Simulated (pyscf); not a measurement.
This saddle point was located with ωB97X-D3(BJ)/def2-SVP in PySCF.

```xyz
8

S     -0.1251     1.5547     0.2358
H     -0.1438     0.8794    -1.1175
H      1.1650     1.2914     0.5360
Cl    -0.6257    -0.6017    -1.7795
Ge    -0.7928    -0.6586     0.7302
Cl     0.7381    -2.1435     0.6957
Cl    -2.8533    -1.1374     0.5149
Cl    -0.7587    -0.2366     2.8685
```
Charge 0, spin multiplicity 1.

Surface: singlet, charge 0. Lowest wavenumbers (cm⁻¹): 702i, 44, 83, 157, 177.

### Question
What reaction is this the transition state of?

### Answer
`[SH2]` + `[Cl][Ge]([Cl])([Cl])[Cl]` ⇌ `[SH][Ge]([Cl])([Cl])[Cl]` + `[ClH]`, a four-centre exchange read from left to right: H–S, Cl–Ge broken and Ge–S, Cl–H formed. At ωB97M-D3(BJ)/def2-TZVP it lies +33.5 kcal/mol from the left side and +29.1 kcal/mol from the right (each side as separated species at their lowest minima found). This is the saddle that the search found; another between the same sides may lie lower. Elements up to Kr have no core potential and no relativistic terms here.
